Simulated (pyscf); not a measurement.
Four-centre exchange: H₃C–ZnH + H₂O → CH₄ + HO–ZnH

Gas phase, singlet surface, charge 0. Bonds broken: C1–Zn2, O7–H8. Bonds formed: C1–H8, Zn2–O7. PySCF, gas phase, ωB97X-D3(BJ)/def2-SVP geometries.

Transition state (Å):

```xyz
9

C     -1.2188    -0.7298    -0.3043
Zn    -0.6525     1.3841    -0.0036
H     -0.8670    -1.6768    -0.7494
H     -2.2117    -0.5406    -0.7504
H     -1.3640    -0.9520     0.7686
H     -1.2754     2.6472     0.6214
O      0.9028     0.6495    -0.9727
H     -0.0181    -0.1581    -0.8242
H      1.1405     0.9012    -1.8738
```

One imaginary mode, 1406i cm⁻¹; descent along it reached the two sides named, in the forms told below.

```
bond    change  reactant side (Å)  saddle  product side
------  ------  -----------------  ------  ------------
C1–Zn2  breaks              1.967   2.209           2.9
O7–H8   breaks              0.965   1.234         2.321
C1–H8    forms                3.2   1.428         1.101
Zn2–O7   forms              2.234   1.974         1.781
```

Electronic energies relative to the separated reactants (kcal/mol):

```csv
level,barrier,reaction energy,reverse barrier
ωB97X-D3(BJ)/def2-TZVP,17.2,-17.0,34.2
PBE/def2-TZVP,14.9,-17.0,31.8
r²SCAN/def2-TZVP,13.3,-18.4,31.7
B3LYP-D3(BJ)/def2-TZVP,17.7,-18.0,35.7
PBE0-D3(BJ)/def2-TZVP,15.4,-16.0,31.5
M06-2X/def2-TZVP,13.4,-17.9,31.3
ωB97M-D3(BJ)/def2-TZVP,17.9,-16.7,34.6
HF/def2-TZVP,28.2,-19.8,48.0
```

With ωB97M-D3(BJ)/def2-TZVP energies and thermal terms (ideal gas, 1 atm, RRHO with modes under 100 cm⁻¹ raised to 100, one conformer, R ln 2 for chiral ones without a mode under 150 cm⁻¹), in kcal/mol:

| T (K) | ΔH‡ | ΔG‡ | ΔH | ΔG |
|---|---|---|---|---|
| 298 | 15.7 | 24.8 | -16.4 | -16.2 |
| 600 | 16.1 | 34.0 | -16.8 | -15.7 |
| 900 | 16.8 | 42.8 | -16.9 | -15.2 |
| 1200 | 17.7 | 51.3 | -17.0 | -14.6 |

On the reactant side the descent ends in a complex, 7.8 kcal/mol under the separated species and 25.0 kcal/mol under the saddle at ωB97X-D3(BJ)/def2-TZVP. This is the saddle that the search found; another between the same sides may lie lower. Elements up to Kr have no core potential and no relativistic terms here.
